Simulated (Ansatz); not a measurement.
bcc Ba was calculated with PBE+SOC (Ansatz, an electronic-structure program, plane waves, PAW).

Settings: plane-wave cutoff 520 eV, 16×16×16 k mesh, Fermi–Dirac smearing 0.05 eV, PAW data made under PBE.

Pressure at four volumes; x = ln(V/63.273 Å³). One pressure is withheld.

```
V (Å³/atom)        x  P (GPa)
-----------  -------  -------
59.476       -0.0619    0.587
63.273        0.0000    0.000
65.804        0.0392   -0.324
67.069        0.0583        ?
```

Q: Pass a parabola P(x) through the three rows shown, estimate the bulk modulus and its pressure derivative near zero pressure, and predict the withheld pressure.

A: Slopes between the rows: (0.000 − (0.587))/(0.0000 − (-0.0619)) = -9.48 and (-0.324 − (0.000))/(0.0392 − (0.0000)) = -8.27 GPa. Their difference over the span 0.1011 is c = 1.21/0.1011 = 12.0 GPa, so P(x) = 0.587 + (-9.48)(x − (-0.0619)) + 12.0 (x − (-0.0619))(x − (0.0000)). At the middle row B = −dP/dx = −[-9.48 + 12.0 × 0.0619] = 8.7 GPa, and B′ = dB/dP = 2c/B = 2.8. At x = 0.0583 the parabola gives -0.468 GPa; the run gives -0.469 GPa. The Birch–Murnaghan fit to the energies at all volumes has B0 = 8.7 GPa and B′ = 2.7.

Measured, for comparison: bulk modulus 9.3 GPa (corrected for temperature and zero-point phonon effects, sources range from 9.3 to 10.6; as tabulated in Levämäki et al. (2014), arXiv:1402.3671). Computed less measured: bulk modulus -6 % (-6 % to -18 % over the range).
